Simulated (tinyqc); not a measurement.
Worked calculation: RKS/PBE0 in the sto-3g basis, for HF, spin multiplicity 1. One step of it, computed by the program tinyqc.

Question. Orthogonalisation. S = U s U^T; symmetric (Loewdin) form X = U s^(-1/2) U^T, so that X^T S X = 1.

overlap S, lower triangle:
```
           1F 1s     1F 2s    1F 2px    1F 2py    1F 2pz     2H 1s
1F 1s   1.000000
1F 2s   0.237990  1.000000
1F 2px  0.000000  0.000000  1.000000
1F 2py  0.000000  0.000000  0.000000  1.000000
1F 2pz  0.000000  0.000000  0.000000  0.000000  1.000000
2H 1s   0.009606  0.126619  0.000000  0.000000  0.120888  1.000000
```

Give: eigenvalues of S; X.

Answer.

eigenvalues of S: 0.7278  0.8915  1.0000  1.0000  1.0997  1.2810

X, lower triangle:
```
          1F 1s    1F 2s  1F 2px  1F 2py   1F 2pz   2H 1s
1F 1s    1.0223
1F 2s   -0.1242   1.0287
1F 2px   0.0000   0.0000  1.0000
1F 2py   0.0000   0.0000  0.0000  1.0000
1F 2pz  -0.0008   0.0060  0.0000  0.0000   1.0056
2H 1s    0.0070  -0.0661  0.0000  0.0000  -0.0616  1.0119
```
